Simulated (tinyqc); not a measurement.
Worked calculation (part 1 of 2): ROHF in the sto-3g basis, for LiH, spin multiplicity 3. Computed by tinyqc, a small Python program that keeps every step (integrals from PySCF). Settings: charge = 0, multiplicity = 3, basis = sto-3g, energy threshold = 1e-09, iteration cap = 81, orthogonalisation = canonical, start = core, DIIS depth = 0, method = ROHF. Command: `OMP_NUM_THREADS=1 python tinyqc.py 29520 29521 out.jsonl` (the two numbers bound the seeds that draw the settings). One thread of a shared host (Intel(R) Xeon(R) Processor @ 2.60GHz), about 0.07 s of CPU time with the checks. Later iterations appear only in the table of the cycle.

## One-electron integrals

Geometry (angstrom):
```
atom         x         y         z
Li    0.000000  0.000000  0.000000
H     0.000000  0.000000  2.372000
```

Basis sto-3g: exponents (1/bohr^2) and contraction coefficients of normalised primitives:
```
element  l (shell)   exponent  coefficient
Li           s (1)  16.119575     0.154329
Li           s (1)   2.936201     0.535328
Li           s (1)   0.794651     0.444635
Li           s (2)   0.636290    -0.099967
Li           s (2)   0.147860     0.399513
Li           s (2)   0.048089     0.700115
Li           p (3)   0.636290     0.155916
Li           p (3)   0.147860     0.607684
Li           p (3)   0.048089     0.391957
H            s (1)   3.425251     0.154329
H            s (1)   0.623914     0.535328
H            s (1)   0.168855     0.444635
```

Overlap, kinetic and nuclear-attraction integrals over the contracted functions; the nuclear repulsion is the sum of Za Zb / Rab.

nuclear repulsion = 0.66927978 hartree

overlap S:
```
           1Li 1s    1Li 2s   1Li 2px   1Li 2py   1Li 2pz     2H 1s
1Li 1s   1.000000  0.241137  0.000000  0.000000  0.000000  0.011360
1Li 2s   0.241137  1.000000  0.000000  0.000000  0.000000  0.220805
1Li 2px  0.000000  0.000000  1.000000  0.000000  0.000000  0.000000
1Li 2py  0.000000  0.000000  0.000000  1.000000  0.000000  0.000000
1Li 2pz  0.000000  0.000000  0.000000  0.000000  1.000000  0.327258
2H 1s    0.011360  0.220805  0.000000  0.000000  0.327258  1.000000
```

kinetic energy T (hartree):
```
            1Li 1s     1Li 2s   1Li 2px   1Li 2py   1Li 2pz      2H 1s
1Li 1s    3.576786  -0.020237  0.000000  0.000000  0.000000  -0.005496
1Li 2s   -0.020237   0.102163  0.000000  0.000000  0.000000   0.006769
1Li 2px   0.000000   0.000000  0.319682  0.000000  0.000000   0.000000
1Li 2py   0.000000   0.000000  0.000000  0.319682  0.000000   0.000000
1Li 2pz   0.000000   0.000000  0.000000  0.000000  0.319682   0.035508
2H 1s    -0.005496   0.006769  0.000000  0.000000  0.035508   0.760032
```

nuclear attraction V (hartree):
```
            1Li 1s     1Li 2s    1Li 2px    1Li 2py    1Li 2pz      2H 1s
1Li 1s   -8.205975  -1.018139   0.000000   0.000000  -0.007328  -0.044882
1Li 2s   -1.018139  -1.424104   0.000000   0.000000  -0.079066  -0.330262
1Li 2px   0.000000   0.000000  -1.395115   0.000000   0.000000   0.000000
1Li 2py   0.000000   0.000000   0.000000  -1.395115   0.000000   0.000000
1Li 2pz  -0.007328  -0.079066   0.000000   0.000000  -1.452955  -0.494304
2H 1s    -0.044882  -0.330262   0.000000   0.000000  -0.494304  -1.895863
```

core Hamiltonian H = T + V (hartree):
```
            1Li 1s     1Li 2s    1Li 2px    1Li 2py    1Li 2pz      2H 1s
1Li 1s   -4.629188  -1.038377   0.000000   0.000000  -0.007328  -0.050377
1Li 2s   -1.038377  -1.321941   0.000000   0.000000  -0.079066  -0.323493
1Li 2px   0.000000   0.000000  -1.075433   0.000000   0.000000   0.000000
1Li 2py   0.000000   0.000000   0.000000  -1.075433   0.000000   0.000000
1Li 2pz  -0.007328  -0.079066   0.000000   0.000000  -1.133273  -0.458796
2H 1s    -0.050377  -0.323493   0.000000   0.000000  -0.458796  -1.135831
```

## Two-electron integrals

Functions are numbered as in S; the eight-fold symmetry (ij|kl) = (ji|kl) = (kl|ij) leaves the list below.

Two-electron integrals (ij|kl) in chemists' order, unique and non-zero (hartree):
```
(11|11) 1.680395   (21|11) 0.265420   (21|21) 0.049941   (22|11) 0.397727
(22|21) 0.092860   (22|22) 0.290562   (31|31) 0.008981   (32|31) 0.013788
(32|32) 0.064184   (33|11) 0.396640   (33|21) 0.092880   (33|22) 0.290497
(33|33) 0.312946   (41|41) 0.008981   (42|41) 0.013788   (42|42) 0.064184
(43|43) 0.016869   (44|11) 0.396640   (44|21) 0.092880   (44|22) 0.290497
(44|33) 0.279207   (44|44) 0.312946   (51|51) 0.008981   (52|51) 0.013788
(52|52) 0.064184   (53|53) 0.016869   (54|54) 0.016869   (55|11) 0.396640
(55|21) 0.092880   (55|22) 0.290497   (55|33) 0.279207   (55|44) 0.279207
(55|55) 0.312946   (61|11) 0.011673   (61|21) 0.002235   (61|22) 0.004324
(61|33) 0.004266   (61|44) 0.004266   (61|51) 0.000314   (61|52) 0.000617
(61|55) 0.004443   (61|61) 0.000113   (62|11) 0.062035   (62|21) 0.014824
(62|22) 0.054057   (62|33) 0.050829   (62|44) 0.050829   (62|51) 0.002212
(62|52) 0.017186   (62|55) 0.060460   (62|61) 0.000824   (62|62) 0.021839
(63|31) 0.000752   (63|32) 0.004398   (63|53) 0.002145   (63|63) 0.001004
(64|41) 0.000752   (64|42) 0.004398   (64|54) 0.002145   (64|64) 0.001004
(65|11) 0.088002   (65|21) 0.021124   (65|22) 0.078652   (65|33) 0.073303
(65|44) 0.073303   (65|51) 0.003397   (65|52) 0.026641   (65|55) 0.089276
(65|61) 0.001194   (65|62) 0.033726   (65|65) 0.052294   (66|11) 0.223073
(66|21) 0.053780   (66|22) 0.214686   (66|33) 0.197629   (66|44) 0.197629
(66|51) 0.007305   (66|52) 0.074870   (66|55) 0.248612   (66|61) 0.002982
(66|62) 0.116620   (66|65) 0.183949   (66|66) 0.774606
```

## Orthogonalisation

S = U s U^T; canonical form X = U s^(-1/2), so that X^T S X = 1. Each column of U has its largest component positive (the first on a tie).

eigenvalues of S: 0.580684  0.809423  1.000000  1.000000  1.182212  1.427681

X:
```
                 1          2          3         4          5         6
1Li 1s    0.351790   0.730643   0.000000  0.000000   0.586030  0.251113
1Li 2s   -0.651959  -0.562739   0.000000  0.000000   0.455276  0.419974
1Li 2px   0.000000   0.000000   0.785278  0.619143   0.000000  0.000000
1Li 2py   0.000000   0.000000  -0.619143  0.785278   0.000000  0.000000
1Li 2pz  -0.666439   0.536145   0.000000  0.000000  -0.474674  0.412606
2H 1s     0.853909  -0.312220   0.000000  0.000000  -0.264290  0.539219
```

Within a degenerate level the vectors are fixed only up to a rotation; this is one choice.

## Starting guess

The start is the orbitals of the core Hamiltonian; D(s) = C_occ C_occ^T for each spin.

D(alpha) at the start:
```
            1Li 1s     1Li 2s   1Li 2px   1Li 2py    1Li 2pz      2H 1s
1Li 1s    1.063448  -0.264405  0.000000  0.000000   0.003674   0.029525
1Li 2s   -0.264405   1.102169  0.000000  0.000000  -0.036586  -0.134322
1Li 2px   0.000000   0.000000  0.000000  0.000000   0.000000   0.000000
1Li 2py   0.000000   0.000000  0.000000  0.000000   0.000000   0.000000
1Li 2pz   0.003674  -0.036586  0.000000  0.000000   0.437236   0.377795
2H 1s     0.029525  -0.134322  0.000000  0.000000   0.377795   0.336036
```

D(beta) at the start:
```
            1Li 1s     1Li 2s   1Li 2px   1Li 2py    1Li 2pz      2H 1s
1Li 1s    1.011298  -0.024834  0.000000  0.000000   0.000277   0.004238
1Li 2s   -0.024834   0.000610  0.000000  0.000000  -0.000007  -0.000104
1Li 2px   0.000000   0.000000  0.000000  0.000000   0.000000   0.000000
1Li 2py   0.000000   0.000000  0.000000  0.000000   0.000000   0.000000
1Li 2pz   0.000277  -0.000007  0.000000  0.000000   0.000000   0.000001
2H 1s     0.004238  -0.000104  0.000000  0.000000   0.000001   0.000018
```

## Iteration 1: building the Fock matrix

J_ij = sum D_kl (ij|kl) with D = D(alpha) + D(beta), K_ij = sum D_kl (ik|jl) for each spin; F = H + J - K(s); E = tr D H + tr D J / 2 - 0.5 sum_s tr D(s) K(s) + E_nn.

Coulomb J (hartree):
```
           1Li 1s    1Li 2s   1Li 2px   1Li 2py   1Li 2pz     2H 1s
1Li 1s   4.070452  0.695004  0.000000  0.000000  0.003510  0.031285
1Li 2s   0.695004  1.336241  0.000000  0.000000  0.036123  0.263797
1Li 2px  0.000000  0.000000  1.320055  0.000000  0.000000  0.000000
1Li 2py  0.000000  0.000000  0.000000  1.320055  0.000000  0.000000
1Li 2pz  0.003510  0.036123  0.000000  0.000000  1.361431  0.386553
2H 1s    0.031285  0.263797  0.000000  0.000000  0.386553  1.139890
```

exchange K(alpha) (hartree):
```
           1Li 1s    1Li 2s   1Li 2px   1Li 2py   1Li 2pz     2H 1s
1Li 1s   1.705991  0.272943  0.000000  0.000000  0.000638  0.016183
1Li 2s   0.272943  0.358995  0.000000  0.000000  0.019471  0.115172
1Li 2px  0.000000  0.000000  0.081199  0.000000  0.000000  0.000000
1Li 2py  0.000000  0.000000  0.000000  0.081199  0.000000  0.000000
1Li 2pz  0.000638  0.019471  0.000000  0.000000  0.287905  0.215563
2H 1s    0.016183  0.115172  0.000000  0.000000  0.215563  0.412294
```

exchange K(beta) (hartree):
```
           1Li 1s    1Li 2s   1Li 2px   1Li 2py   1Li 2pz     2H 1s
1Li 1s   1.686326  0.257629  0.000000  0.000000  0.000484  0.011182
1Li 2s   0.257629  0.046186  0.000000  0.000000  0.000117  0.002032
1Li 2px  0.000000  0.000000  0.008443  0.000000  0.000000  0.000000
1Li 2py  0.000000  0.000000  0.000000  0.008443  0.000000  0.000000
1Li 2pz  0.000484  0.000117  0.000000  0.000000  0.008462  0.000287
2H 1s    0.011182  0.002032  0.000000  0.000000  0.000287  0.000102
```

F(alpha) (hartree):
```
            1Li 1s     1Li 2s   1Li 2px   1Li 2py    1Li 2pz      2H 1s
1Li 1s   -2.264728  -0.616316  0.000000  0.000000  -0.004456  -0.035276
1Li 2s   -0.616316  -0.344695  0.000000  0.000000  -0.062413  -0.174869
1Li 2px   0.000000   0.000000  0.163423  0.000000   0.000000   0.000000
1Li 2py   0.000000   0.000000  0.000000  0.163423   0.000000   0.000000
1Li 2pz  -0.004456  -0.062413  0.000000  0.000000  -0.059747  -0.287806
2H 1s    -0.035276  -0.174869  0.000000  0.000000  -0.287806  -0.408235
```

F(beta) (hartree):
```
            1Li 1s     1Li 2s   1Li 2px   1Li 2py    1Li 2pz      2H 1s
1Li 1s   -2.245063  -0.601001  0.000000  0.000000  -0.004302  -0.030275
1Li 2s   -0.601001  -0.031886  0.000000  0.000000  -0.043060  -0.061729
1Li 2px   0.000000   0.000000  0.236179  0.000000   0.000000   0.000000
1Li 2py   0.000000   0.000000  0.000000  0.236179   0.000000   0.000000
1Li 2pz  -0.004302  -0.043060  0.000000  0.000000   0.219697  -0.072531
2H 1s    -0.030275  -0.061729  0.000000  0.000000  -0.072531   0.003957
```

total energy of this density = -7.64606839 hartree

## Iteration 1: Roothaan effective Fock matrix

With projectors Pc = D(beta) S, Po = (D(alpha) - D(beta)) S, Pv = 1 - D(alpha) S, the block xy is Px^T F Py; with Fc = (F(alpha) + F(beta))/2, the blocks are Fc for cc, oo, vv and cv, F(beta) for co and F(alpha) for ov.

effective F (hartree):
```
            1Li 1s     1Li 2s   1Li 2px   1Li 2py    1Li 2pz      2H 1s
1Li 1s   -2.254812  -0.606753  0.000000  0.000000  -0.003277  -0.031705
1Li 2s   -0.606753  -0.189148  0.000000  0.000000  -0.046668  -0.128937
1Li 2px   0.000000   0.000000  0.199801  0.000000   0.000000   0.000000
1Li 2py   0.000000   0.000000  0.000000  0.199801   0.000000   0.000000
1Li 2pz  -0.003277  -0.046668  0.000000  0.000000   0.114986  -0.183563
2H 1s    -0.031705  -0.128937  0.000000  0.000000  -0.183563  -0.241909
```

## Iteration 1: diagonalisation and new density

Diagonalise F' = X^T F X, C = X C', fill 3 alpha and 1 beta electrons from the bottom; D(s) = C_occ C_occ^T. Each column has its largest component positive (the first on a tie).

F' = X^T F X (hartree):
```
           1          2         3         4          5          6
1   0.087976  -0.319436  0.000000  0.000000  -0.224740  -0.267456
2  -0.319436  -0.698983  0.000000  0.000000  -0.981834  -0.387772
3   0.000000   0.000000  0.199801  0.000000   0.000000   0.000000
4   0.000000   0.000000  0.000000  0.199801   0.000000   0.000000
5  -0.224740  -0.981834  0.000000  0.000000  -1.111550  -0.532850
6  -0.267456  -0.387772  0.000000  0.000000  -0.532850  -0.519799
```

orbital energies (hartree): MO1 -2.256736, MO2 -0.282678, MO3 0.026229, MO4 0.199801, MO5 0.199801, MO6 0.270828

coefficients C:
```
               MO1        MO2        MO3        MO4       MO5        MO6
1Li 1s    0.992209  -0.079040  -0.265337   0.000000  0.000000  -0.054366
1Li 2s    0.030697   0.244165   1.005581   0.000000  0.000000   0.231578
1Li 2px   0.000000   0.000000   0.000000  -0.052442  0.998624   0.000000
1Li 2py   0.000000   0.000000   0.000000   0.998624  0.052442   0.000000
1Li 2pz   0.002771   0.218106  -0.198459   0.000000  0.000000   1.019896
2H 1s    -0.003402   0.830253  -0.331378   0.000000  0.000000  -0.622981
```

D(alpha) after iteration 1:
```
            1Li 1s     1Li 2s   1Li 2px   1Li 2py    1Li 2pz      2H 1s
1Li 1s    1.061129  -0.255658  0.000000  0.000000   0.038169   0.018929
1Li 2s   -0.255658   1.071752  0.000000  0.000000  -0.146228  -0.130614
1Li 2px   0.000000   0.000000  0.000000  0.000000   0.000000   0.000000
1Li 2py   0.000000   0.000000  0.000000  0.000000   0.000000   0.000000
1Li 2pz   0.038169  -0.146228  0.000000  0.000000   0.086964   0.246839
2H 1s     0.018929  -0.130614  0.000000  0.000000   0.246839   0.799143
```

D(beta) after iteration 1:
```
            1Li 1s     1Li 2s   1Li 2px   1Li 2py    1Li 2pz      2H 1s
1Li 1s    0.984478   0.030458  0.000000  0.000000   0.002749  -0.003375
1Li 2s    0.030458   0.000942  0.000000  0.000000   0.000085  -0.000104
1Li 2px   0.000000   0.000000  0.000000  0.000000   0.000000   0.000000
1Li 2py   0.000000   0.000000  0.000000  0.000000   0.000000   0.000000
1Li 2pz   0.002749   0.000085  0.000000  0.000000   0.000008  -0.000009
2H 1s    -0.003375  -0.000104  0.000000  0.000000  -0.000009   0.000012
```

Within a degenerate level the vectors are fixed only up to a rotation; this is one choice.

## Iteration 2: building the Fock matrix

As before.

Coulomb J (hartree):
```
           1Li 1s    1Li 2s   1Li 2px   1Li 2py   1Li 2pz     2H 1s
1Li 1s   3.984876  0.677741  0.000000  0.000000  0.003651  0.030503
1Li 2s   0.677741  1.305115  0.000000  0.000000  0.050879  0.282788
1Li 2px  0.000000  0.000000  1.286400  0.000000  0.000000  0.000000
1Li 2py  0.000000  0.000000  0.000000  1.286400  0.000000  0.000000
1Li 2pz  0.003651  0.050879  0.000000  0.000000  1.335451  0.419167
2H 1s    0.030503  0.282788  0.000000  0.000000  0.419167  1.342169
```

exchange K(alpha) (hartree):
```
           1Li 1s     1Li 2s   1Li 2px   1Li 2py    1Li 2pz     2H 1s
1Li 1s   1.701812   0.267990  0.000000  0.000000   0.001606  0.013671
1Li 2s   0.267990   0.334883  0.000000  0.000000  -0.011417  0.134685
1Li 2px  0.000000   0.000000  0.073478  0.000000   0.000000  0.000000
1Li 2py  0.000000   0.000000  0.000000  0.073478   0.000000  0.000000
1Li 2pz  0.001606  -0.011417  0.000000  0.000000   0.177518  0.220609
2H 1s    0.013671   0.134685  0.000000  0.000000   0.220609  0.697361
```

exchange K(beta) (hartree):
```
           1Li 1s    1Li 2s   1Li 2px   1Li 2py   1Li 2pz     2H 1s
1Li 1s   1.670449  0.274804  0.000000  0.000000  0.000824  0.012949
1Li 2s   0.274804  0.054986  0.000000  0.000000  0.000234  0.002694
1Li 2px  0.000000  0.000000  0.009736  0.000000  0.000000  0.000000
1Li 2py  0.000000  0.000000  0.000000  0.009736  0.000000  0.000000
1Li 2pz  0.000824  0.000234  0.000000  0.000000  0.009715  0.000400
2H 1s    0.012949  0.002694  0.000000  0.000000  0.000400  0.000156
```

F(alpha) (hartree):
```
            1Li 1s     1Li 2s   1Li 2px   1Li 2py    1Li 2pz      2H 1s
1Li 1s   -2.346123  -0.628626  0.000000  0.000000  -0.005282  -0.033546
1Li 2s   -0.628626  -0.351708  0.000000  0.000000  -0.016770  -0.175391
1Li 2px   0.000000   0.000000  0.137489  0.000000   0.000000   0.000000
1Li 2py   0.000000   0.000000  0.000000  0.137489   0.000000   0.000000
1Li 2pz  -0.005282  -0.016770  0.000000  0.000000   0.024660  -0.260237
2H 1s    -0.033546  -0.175391  0.000000  0.000000  -0.260237  -0.491023
```

F(beta) (hartree):
```
            1Li 1s     1Li 2s   1Li 2px   1Li 2py    1Li 2pz      2H 1s
1Li 1s   -2.314760  -0.635440  0.000000  0.000000  -0.004501  -0.032824
1Li 2s   -0.635440  -0.071811  0.000000  0.000000  -0.028421  -0.043400
1Li 2px   0.000000   0.000000  0.201230  0.000000   0.000000   0.000000
1Li 2py   0.000000   0.000000  0.000000  0.201230   0.000000   0.000000
1Li 2pz  -0.004501  -0.028421  0.000000  0.000000   0.192463  -0.040029
2H 1s    -0.032824  -0.043400  0.000000  0.000000  -0.040029   0.206182
```

total energy of this density = -7.77033609 hartree

## Iteration 2: Roothaan effective Fock matrix

As before.

effective F (hartree):
```
            1Li 1s     1Li 2s   1Li 2px   1Li 2py    1Li 2pz      2H 1s
1Li 1s   -2.330232  -0.635483  0.000000  0.000000  -0.004191  -0.032588
1Li 2s   -0.635483  -0.210385  0.000000  0.000000  -0.003010  -0.107955
1Li 2px   0.000000   0.000000  0.169360  0.000000   0.000000   0.000000
1Li 2py   0.000000   0.000000  0.000000  0.169360   0.000000   0.000000
1Li 2pz  -0.004191  -0.003010  0.000000  0.000000   0.174285  -0.099954
2H 1s    -0.032588  -0.107955  0.000000  0.000000  -0.099954  -0.177359
```

## Iteration 2: diagonalisation and new density

As before.

F' = X^T F X (hartree):
```
           1          2         3         4          5          6
1   0.075513  -0.314842  0.000000  0.000000  -0.230395  -0.279169
2  -0.314842  -0.746283  0.000000  0.000000  -0.995171  -0.395797
3   0.000000   0.000000  0.169360  0.000000   0.000000   0.000000
4   0.000000   0.000000  0.000000  0.169360   0.000000   0.000000
5  -0.230395  -0.995171  0.000000  0.000000  -1.141474  -0.607708
6  -0.279169  -0.395797  0.000000  0.000000  -0.607708  -0.444089
```

orbital energies (hartree): MO1 -2.332790, MO2 -0.200374, MO3 0.005408, MO4 0.169360, MO5 0.169360, MO6 0.271424

coefficients C:
```
               MO1        MO2        MO3       MO4        MO5        MO6
1Li 1s    0.991068  -0.098968  -0.259094  0.000000   0.000000  -0.070323
1Li 2s    0.034979   0.314076   0.972609  0.000000   0.000000   0.282037
1Li 2px   0.000000   0.000000   0.000000  0.180627   0.983552   0.000000
1Li 2py   0.000000   0.000000   0.000000  0.983552  -0.180627   0.000000
1Li 2pz   0.002946   0.080236  -0.232981  0.000000   0.000000   1.032679
2H 1s    -0.004715   0.858954  -0.404889  0.000000   0.000000  -0.534312
```

D(alpha) after iteration 2:
```
            1Li 1s     1Li 2s   1Li 2px   1Li 2py    1Li 2pz      2H 1s
1Li 1s    1.059139  -0.248414  0.000000  0.000000   0.055343   0.015223
1Li 2s   -0.248414   1.045835  0.000000  0.000000  -0.201296  -0.124186
1Li 2px   0.000000   0.000000  0.000000  0.000000   0.000000   0.000000
1Li 2py   0.000000   0.000000  0.000000  0.000000   0.000000   0.000000
1Li 2pz   0.055343  -0.201296  0.000000  0.000000   0.060726   0.163236
2H 1s     0.015223  -0.124186  0.000000  0.000000   0.163236   0.901758
```

D(beta) after iteration 2:
```
            1Li 1s     1Li 2s   1Li 2px   1Li 2py    1Li 2pz      2H 1s
1Li 1s    0.982215   0.034666  0.000000  0.000000   0.002920  -0.004672
1Li 2s    0.034666   0.001223  0.000000  0.000000   0.000103  -0.000165
1Li 2px   0.000000   0.000000  0.000000  0.000000   0.000000   0.000000
1Li 2py   0.000000   0.000000  0.000000  0.000000   0.000000   0.000000
1Li 2pz   0.002920   0.000103  0.000000  0.000000   0.000009  -0.000014
2H 1s    -0.004672  -0.000165  0.000000  0.000000  -0.000014   0.000022
```

Within a degenerate level the vectors are fixed only up to a rotation; this is one choice.
